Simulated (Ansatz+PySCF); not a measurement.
Values are calculated unless marked as measured or tabulated.
**Several solutions for singlet C₆H₆**

```yaml
atoms:
  - { symbol: C, position_ang: [1.5065, 0.0000, 0.0000] }
  - { symbol: C, position_ang: [0.7533, 1.3047, 0.0000] }
  - { symbol: C, position_ang: [-0.7533, 1.3047, 0.0000] }
  - { symbol: C, position_ang: [-1.5065, 0.0000, 0.0000] }
  - { symbol: C, position_ang: [-0.7533, -1.3047, 0.0000] }
  - { symbol: C, position_ang: [0.7533, -1.3047, 0.0000] }
  - { symbol: H, position_ang: [2.6870, 0.0000, 0.0000] }
  - { symbol: H, position_ang: [1.3435, 2.3270, 0.0000] }
  - { symbol: H, position_ang: [-1.3435, 2.3270, 0.0000] }
  - { symbol: H, position_ang: [-2.6870, 0.0000, 0.0000] }
  - { symbol: H, position_ang: [-1.3435, -2.3270, 0.0000] }
  - { symbol: H, position_ang: [1.3435, -2.3270, 0.0000] }
```

Basis set: def2-SVP (spherical functions). Charge 0, multiplicity 1.

UHF was run from several starts with Ansatz (development build ahead of 0.2.0) and PySCF 2.14.0.

```
run  program                                 start  converged  energy (hartree)  <S²>
  A   Ansatz               atomic start, no search        yes        -230.42915  0.00
  B    PySCF    guess atom, instabilities followed        yes        -230.45380  1.17
  C    PySCF                      program defaults        yes        -230.42915  0.00
  D    PySCF   guess minao, instabilities followed        yes        -230.45380  1.17
  E    PySCF      guess 1e, instabilities followed        yes        -230.42915  0.00
  F    PySCF  guess huckel, instabilities followed        yes        -230.45380  1.17
  G   Ansatz               stability test followed        yes        -230.45380  1.17
  H   Ansatz           search for the lowest state        yes        -230.45380  1.17
```

(1) Which runs reached the lowest solution of this kind, and what is wrong with the others?

## Answers

(1) B, D, F, G, H reached the lowest solution found. Converged but too high: A by 0.67 eV, C by 0.67 eV, E by 0.67 eV. Convergence only shows a stationary point, and even a stable one can lie too high; stability tests and further starts are what find lower ones. Caution: the unrestricted determinant is a mixture of spin states. Caution: the determinant breaks the point group.
